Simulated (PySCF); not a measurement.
## Peak assignment

Molfile (atoms numbered from 1):
```
C4H5NO
     RDKit          3D

 11 11  0  0  0  0  0  0  0  0999 V2000
   -1.6592   -0.1503    0.2562 C   0  0  0  0  0  0  0  0  0  0  0  0
   -0.1899   -0.0468    0.0297 C   0  0  0  0  0  0  0  0  0  0  0  0
    0.6166    1.0513   -0.0315 C   0  0  0  0  0  0  0  0  0  0  0  0
    1.8870    0.6298   -0.2538 O   0  0  0  0  0  0  0  0  0  0  0  0
    1.7969   -0.7053   -0.3183 C   0  0  0  0  0  0  0  0  0  0  0  0
    0.6023   -1.1660   -0.1595 N   0  0  0  0  0  0  0  0  0  0  0  0
   -1.9414    0.1840    1.2665 H   0  0  0  0  0  0  0  0  0  0  0  0
   -1.9632   -1.1993    0.1476 H   0  0  0  0  0  0  0  0  0  0  0  0
   -2.2285    0.4525   -0.4670 H   0  0  0  0  0  0  0  0  0  0  0  0
    0.4591    2.1223    0.0561 H   0  0  0  0  0  0  0  0  0  0  0  0
    2.7184   -1.2575   -0.4952 H   0  0  0  0  0  0  0  0  0  0  0  0
  1  2  1  0
  2  3  2  0
  3  4  1  0
  4  5  1  0
  5  6  2  0
  6  2  1  0
  1  7  1  0
  1  8  1  0
  1  9  1  0
  3 10  1  0
  5 11  1  0
M  END
```

PySCF calculation with NMR shieldings at KT2/pcSseg-2/GIAO, B3LYP/pcJ-1 coupling constants (spin–dipole term only in couplings to heteroatoms) and PBE0-D3(BJ)/def2-SVP geometry; no solvent model, non-relativistic, rapidly exchanging positions averaged, a single conformation.

Scale: ¹³C and ¹H vs TMS (reference shieldings calculated alike).

(1) Assign these signals to the numbered atoms. ¹³C{¹H} NMR (computed): δ 145.8 (CH), 137.7 (C), 133.9 (CH), 12.5 (CH3).

(2) Assign these signals to the numbered atoms. ¹H NMR (400 MHz, computed): δ 7.55 (d, J = 1.0 Hz, 1H), 7.53 (quint, J = 1.5 Hz, 1H), 2.30 (d, J = 1.6 Hz, 3H).

## Answers

(1) 
```tsv
δ (ppm)	atoms	environment	reason
145.8	C5	aromatic CH between two ring heteroatoms	–
137.7	C2	substituted aromatic carbon next to a ring nitrogen	–
133.9	C3	aromatic CH next to the ring oxygen	–
12.5	C1	methyl carbon on an aromatic ring	saturated and bonded to C and H only
```

(2) 
| δ (ppm) | atoms | environment | reason |
| --- | --- | --- | --- |
| 7.55 | H11 | hydrogen on an aromatic CH between two ring heteroatoms | it sits in the deshielding region of the aromatic ring current |
| 7.53 | H10 | hydrogen on an aromatic CH next to the ring oxygen | it sits in the deshielding region of the aromatic ring current |
| 2.30 | H7/H8/H9 | hydrogen on a methyl carbon on an aromatic ring | benzylic-type position, deshielded by the ring |

H11 and H10 lie closer than the usual error of such a calculation, so a measured spectrum could show them in the other order.

Splittings below 1 Hz are ignored in the labels, and close J values are merged. Shifts are as computed. Against solution values, carbons near 30 ppm lie about +3 ppm off and those near 130 ppm about -1 ppm. Of 1211 compounds with measured shifts, 218 miss one by over three times the rms of a fit or turn the order of signals round; such compounds aren't used in these exercises.
